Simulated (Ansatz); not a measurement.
# One shape, several levels: doublet [C6H12]+

We compute a comparison of 6 runs (UHF/3-21G, UHF/6-31G*, UB3LYP/6-31G*, UBLYP/6-31G*, UPBE0/6-31G*, UCCSD(T)/6-31G*) of doublet [C6H12]+. 

Program for the calculation: Ansatz 0.2.0.

30 further runs of the same task are left out: 30 set aside as unsound or not needed. Runs told in other sessions of the task aren't counted.

### 1 The system as given

The species is [C6H12]+ (18 atoms), meant as a doublet with charge +1. As SMILES of the parent species, `C/C=C(\C)CC`. Geometry: relaxed at PBE0-D4/def2-TZVP. This is one conformer, not always the lowest. That shape belongs to the parent species and isn't relaxed for this state.

Some bond lengths: C1–C2 1.491 Å, C2–C3 1.334 Å, C3–C4 1.497 Å, C3–C5 1.503 Å, C5–C6 1.525 Å, C1–H7 1.095 Å, C1–H8 1.090 Å, C1–H9 1.095 Å, C2–H10 1.089 Å, C4–H11 1.095 Å, C4–H12 1.095 Å, C4–H13 1.089 Å, C5–H14 1.098 Å, C5–H15 1.094 Å, C6–H16 1.092 Å, C6–H17 1.093 Å. Some angles: C1–C2–C3 128.3°, C2–C3–C4 124.4°, C2–C3–C5 120.2°, C4–C3–C5 115.4°, C3–C5–C6 113.8°, C1–C2–H10 114.9°, C3–C2–H10 116.8°, C2–C1–H7 110.8°, C2–C1–H8 113.2°, C2–C1–H9 110.7°.

### 2 The energy at UHF/3-21G (run 1)

The input, run.yaml:

```yaml
basis:
  gaussian: {orbitals: 3-21G.json}
crystal:
  periodic: [false, false, false]
  atoms:
    - {symbol: C, position_ang: [2.337540, 0.408060, 1.036300]}
    - {symbol: C, position_ang: [1.083310, 0.795880, 0.330250]}
    - {symbol: C, position_ang: [0.167860, 0.001640, -0.226770]}
    - {symbol: C, position_ang: [0.247200, -1.493170, -0.249680]}
    - {symbol: C, position_ang: [-1.045250, 0.593460, -0.888770]}
    - {symbol: C, position_ang: [-2.360600, 0.220150, -0.212650]}
    - {symbol: H, position_ang: [3.210670, 0.864600, 0.558560]}
    - {symbol: H, position_ang: [2.497890, -0.669520, 1.064630]}
    - {symbol: H, position_ang: [2.327010, 0.767870, 2.070620]}
    - {symbol: H, position_ang: [0.903760, 1.868500, 0.271130]}
    - {symbol: H, position_ang: [0.097970, -1.866820, -1.268310]}
    - {symbol: H, position_ang: [-0.540340, -1.940590, 0.364810]}
    - {symbol: H, position_ang: [1.201500, -1.873860, 0.110590]}
    - {symbol: H, position_ang: [-1.079540, 0.261230, -1.934680]}
    - {symbol: H, position_ang: [-0.944610, 1.682130, -0.910680]}
    - {symbol: H, position_ang: [-3.204430, 0.701320, -0.712530]}
    - {symbol: H, position_ang: [-2.362220, 0.536510, 0.833510]}
    - {symbol: H, position_ang: [-2.537720, -0.857400, -0.236340]}
total_charge: 1
magnetization: {spin_polarized: true, initial_magnetization: 1}
hamiltonian: {xc: hf}
accuracy: high
output: {orbitals: {seedname: orbitals}}
```

The basis set 3-21G is read from a file made from the Basis Set Exchange's data (not shown).

Started as:

```
$ ansatz run run.yaml --threads 1 --pin off --max-ram 3480MiB --events-out events.jsonl --progress --plain --runs-dir runs
```

The program printed:

```text
Warning: RAYON_NUM_THREADS=1 ignored (pool sized by the plan → 1); use --threads N
Functional definition: HF
  name "HF"
  exchange = exact_x
  correlation = 0
1980 factors; integrals over basis functions are off by at most 1.2e-8 eV
mean field evaluation 1: about -6325.5376 eV, gradient 2.4e1 eV
mean field evaluation 2: about -6326.0962 eV, gradient 2.4e1 eV
mean field evaluation 4: about -6329.4089 eV, gradient 2.4e0 eV
mean field evaluation 8: about -6329.4933 eV, gradient 1.3e-1 eV
mean field evaluation 16: about -6329.4937 eV, gradient 1.3e-7 eV
mean field -6329.49372296 eV, -232.6046040338 hartree, gradient 2.3e-8 eV, S^2 0.755296; 0 other end points of the search recorded, 0 dependent functions left out
reference -6329.49372296 eV, -232.6046040338 hartree; 24, 23 occupied and 54, 55 virtual orbitals, 1980 factors
Total energy: -6329.49372296 eV, -232.6046040338 hartree
```

Wall time 2.6 s (1 thread of Arm Neoverse V1, shared host); peak memory 0.28 GiB.

### 3 The energy at UHF/6-31G(d) (spherical functions) (run 2)

The input, molecule.yaml:

```yaml
crystal:
  periodic: [false, false, false]
  atoms:
    - symbol: C
      position_ang: [2.337540, 0.408060, 1.036300]
    - symbol: C
      position_ang: [1.083310, 0.795880, 0.330250]
    - symbol: C
      position_ang: [0.167860, 0.001640, -0.226770]
    - symbol: C
      position_ang: [0.247200, -1.493170, -0.249680]
    - symbol: C
      position_ang: [-1.045250, 0.593460, -0.888770]
    - symbol: C
      position_ang: [-2.360600, 0.220150, -0.212650]
    - symbol: H
      position_ang: [3.210670, 0.864600, 0.558560]
    - symbol: H
      position_ang: [2.497890, -0.669520, 1.064630]
    - symbol: H
      position_ang: [2.327010, 0.767870, 2.070620]
    - symbol: H
      position_ang: [0.903760, 1.868500, 0.271130]
    - symbol: H
      position_ang: [0.097970, -1.866820, -1.268310]
    - symbol: H
      position_ang: [-0.540340, -1.940590, 0.364810]
    - symbol: H
      position_ang: [1.201500, -1.873860, 0.110590]
    - symbol: H
      position_ang: [-1.079540, 0.261230, -1.934680]
    - symbol: H
      position_ang: [-0.944610, 1.682130, -0.910680]
    - symbol: H
      position_ang: [-3.204430, 0.701320, -0.712530]
    - symbol: H
      position_ang: [-2.362220, 0.536510, 0.833510]
    - symbol: H
      position_ang: [-2.537720, -0.857400, -0.236340]
basis:
  gaussian: {orbitals: 6-31G_st_-spherical.json}
output: {orbitals: {seedname: orbitals}}
total_charge: 1
hamiltonian: {xc: hf}
magnetization: {spin_polarized: true, initial_magnetization: 1}
accuracy: high
```

The basis set 6-31G* is read from a file made from the Basis Set Exchange's data (not shown).

Started as:

```
$ ansatz run molecule.yaml --threads 1 --pin off --max-ram 3480MiB --events-out events.jsonl --progress --plain --runs-dir runs
```

The program printed:

```text
Warning: RAYON_NUM_THREADS=1 ignored (pool sized by the plan → 1); use --threads N
[... 4 set-up lines as earlier in the session ...]
2814 factors; integrals over basis functions are off by at most 7.6e-9 eV
mean field evaluation 1: about -6360.3361 eV, gradient 2.7e1 eV
mean field evaluation 2: about -6360.3358 eV, gradient 2.7e1 eV
mean field evaluation 4: about -6364.7629 eV, gradient 2.9e0 eV
mean field evaluation 8: about -6364.8765 eV, gradient 6.2e-4 eV
mean field -6364.87609720 eV, -233.9048823041 hartree, gradient 3.5e-8 eV, S^2 0.755621; 0 other end points of the search recorded, 0 dependent functions left out
reference -6364.87609720 eV, -233.9048823041 hartree; 24, 23 occupied and 84, 85 virtual orbitals, 2814 factors
Total energy: -6364.87609720 eV, -233.9048823041 hartree
```

Wall time 9 s (1 thread of Arm Neoverse V1, shared host); peak memory 0.49 GiB.

Runs 3 to 5 aren't shown in full; the table further down has their settings and results.

### 4 A single-point energy at UCCSD(T)/6-31G(d) (spherical functions) (run 6)

Edit run.yaml of step 2 so:

```diff
@@ -1,3 +1,4 @@
 basis:
-  gaussian: {orbitals: 3-21G.json}
+  gaussian:
+    orbitals: 6-31G_st_-spherical.json
 crystal:
@@ -24,5 +25,10 @@
 total_charge: 1
-magnetization: {spin_polarized: true, initial_magnetization: 1}
-hamiltonian: {xc: hf}
+magnetization:
+  spin_polarized: true
+  initial_magnetization: 1
+correlation:
+  method: ccsd_t
+  frozen_orbitals: {C: 1, H: 0}
 accuracy: high
-output: {orbitals: {seedname: orbitals}}
+scf:
+  omitted_lower_state_checks: [cluster_reference, increment]
```

The basis set 6-31G* is read from a file made from the Basis Set Exchange's data (not shown).

Started as:

```
$ ansatz run run.yaml --threads 1 --pin off --max-ram 3480MiB --events-out events.jsonl --progress --plain --runs-dir runs
```

The program printed (excerpt; [...] marks lines left out):

```text
Warning: RAYON_NUM_THREADS=1 ignored (pool sized by the plan → 1); use --threads N
[... 2 set-up lines as earlier in the session ...]
[...]
2814 factors; integrals over basis functions are off by at most 7.6e-9 eV
[...]
mean field -6364.87609720 eV, -233.9048823041 hartree, gradient 3.5e-8 eV, S^2 0.755621; 0 other end points of the search recorded, 0 dependent functions left out
6 core orbitals not correlated: weight in the atoms' cores, before any rotation towards them, 1.000 or more for the frozen orbitals, at most 0.000 for the correlated occupied ones
reference -6364.87609720 eV, -233.9048823041 hartree; 18, 17 occupied and 84, 85 virtual orbitals, 2814 factors
second order -19.89198410 eV of doubles, -0.00000000 eV of singles
cycle   1  -21.28584945 eV  change    -1.4e0 eV  update   1.1e-1
[...]
cycle  28  -22.04346473 eV  change  -9.6e-10 eV  update   3.4e-9
perturbative correction -0.65317298 eV, -0.0240036643 hartree
Total energy: -6387.57273491 eV, -234.7389683555 hartree
Checks for a lower state left out: cluster_reference, increment
```

Wall time 6 min (1 thread of Arm Neoverse V1, shared host); peak memory 2.4 GiB.

### 5 Overview of the runs

| run | level | frozen core orbitals | energy (Eh) | HOMO energy (eV) | LUMO energy (eV) | ⟨S²⟩ | wall time |
| --- | --- | --- | --- | --- | --- | --- | --- |
| 1 | UHF/3-21G | – | -232.604604 | -16.73 | -6.19 | 0.755 | 2.6 s |
| 2 | UHF/6-31G* (spherical functions) | – | -233.904882 | -16.86 | -5.91 | 0.756 | 9 s |
| 3 | UB3LYP/6-31G* (spherical functions) | – | -235.540991 | -13.40 | -10.69 | 0.752 | 29 s |
| 4 | UBLYP/6-31G* (spherical functions) | – | -235.386130 | -12.13 | -11.20 | 0.752 | 23 s |
| 5 | UPBE0/6-31G* (spherical functions) | – | -235.240299 | -13.71 | -10.42 | 0.752 | 32 s |
| 6 | UCCSD(T)/6-31G* (spherical functions) | 6 | -234.738968 | – | – | 0.756 | 6 min |

### 6 Results

| quantity | value |
| --- | --- |
| run 6: total energy | -234.73897 Eh |
| run 6: correlation energy (6 core orbitals frozen) | -834.1 mEh |
| run 6: (T) correction | -24.00 mEh |
| run 6: ⟨S²⟩ of the reference determinant | 0.756 |
| run 6: T1 diagnostic | 0.016 |

Totals of different functionals can't be ranked against each other. All runs together took 7.6 min, the longest 6 min.
